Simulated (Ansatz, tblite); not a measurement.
Forces on (LiH)3 ring (Li3H3) at its r2SCAN-D4/def2-TZVP geometry. The state is a singlet with charge 0.

The xTB rows come from tblite. LC-ωPBE has ω = 0.4 bohr⁻¹.

GFN1-xTB (tblite), largest force 0.43 eV/Å:

```xyz
6
positions Å, forces eV/Å
Li    0.582   -0.312    1.488   -0.152    0.082   -0.390
H     0.217   -1.695    0.541   -0.006    0.050   -0.016
Li   -0.385   -1.228   -0.997    0.101    0.322    0.261
H    -0.641    0.343   -1.639    0.019   -0.010    0.048
Li   -0.197    1.540   -0.491    0.051   -0.403    0.129
H     0.424    1.352    1.098   -0.012   -0.040   -0.032
```

GFN2-xTB (tblite), largest force 0.50 eV/Å:

```
Li -0.137 0.073 -0.350
H -0.060 0.470 -0.150
Li 0.091 0.289 0.234
H 0.178 -0.095 0.454
Li 0.046 -0.362 0.116
H -0.117 -0.375 -0.304
```

LC-ωPBE/def2-TZVP (Ansatz), largest force 0.05 eV/Å:

```
Li -0.019 0.010 -0.049
H -0.003 0.020 -0.006
Li 0.013 0.040 0.033
H 0.008 -0.004 0.019
Li 0.006 -0.051 0.016
H -0.005 -0.016 -0.013
```
